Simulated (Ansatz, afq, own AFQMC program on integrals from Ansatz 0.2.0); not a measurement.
# C₂H₃⁺, singlet in cc-pVDZ, levels against CCSDT(Q)

```yaml
atoms:
  - { symbol: C, position_ang: [-0.0118, 0.0000, 0.5946] }
  - { symbol: C, position_ang: [-0.0254, 0.0000, -0.8330] }
  - { symbol: H, position_ang: [1.1094, 0.0000, 0.6111] }
  - { symbol: H, position_ang: [-0.3330, 0.9129, 1.1148] }
  - { symbol: H, position_ang: [-0.3330, -0.9129, 1.1148] }
```

Connectivity, by distances: CH3–C.

Basis cc-pVDZ. Only valence electrons are correlated. Ansatz 0.2.0 and our own AFQMC program on the same integrals; the CISD trial comes from CCSD amplitudes, and released means the phaseless constraint is let go. Uncertainties: one standard error, sampling alone.

Determinant: RHF, the one that the program's search chose, which needn't be the lowest solution. The geometry is a PBE0/def2-TZVP stationary point of this or a neighbouring charge and spin state.

No full CI on the walks' own integrals is used here; CCSDT(Q) serves as the reference and is uncertain by about the last step of the cluster series.

Cautions: higher spins were not checked; restricted determinant unstable towards unrestricted (UHF 80 meV lower, ⟨S²⟩ 0.31); raised T1 diagnostic (T1 0.021, weight of the determinant 0.88, largest double 0.08).

* T1 diagnostic: 0.0207
* weight of the determinant in the CISD state: 0.876
* size of the correlated space: 10 electrons in 41 orbitals

Reference: CCSDT(Q), correlation energy -7.348 eV. The released energy is read at 1.50 1/Eh (meV from the phaseless value at times in 1/Eh: -4 ± 14 at 0.24, 1 ± 13 at 0.50, -10 ± 18 at 1.00, 11 ± 19 at 1.50).

```json
{"level": "HF", "E − E(reference) (kJ/mol)": "709.0", "share of correlation (%)": "0.00"}
{"level": "MP2", "E − E(reference) (kJ/mol)": "129.5", "share of correlation (%)": "81.74"}
{"level": "CCSD", "E − E(reference) (kJ/mol)": "28.3", "share of correlation (%)": "96.01"}
{"level": "CCSD(T)", "E − E(reference) (kJ/mol)": "4.4", "share of correlation (%)": "99.38"}
{"level": "CCSDT", "E − E(reference) (kJ/mol)": "1.5", "share of correlation (%)": "99.79"}
{"level": "ph-AFQMC/CISD", "E − E(reference) (kJ/mol)": "0.2 ± 1.3", "share of correlation (%)": "99.97"}
{"level": "released AFQMC", "E − E(reference) (kJ/mol)": "1.3 ± 1.8", "share of correlation (%)": "99.82"}
```

A walk keeps the symmetry of its determinant, which the program's search chose and which needn't be the lowest solution, so a lower state of the same spin and another symmetry isn't excluded. Released energies are given only where the last usable release times agree within the noise; a slower fall can still hide under it.
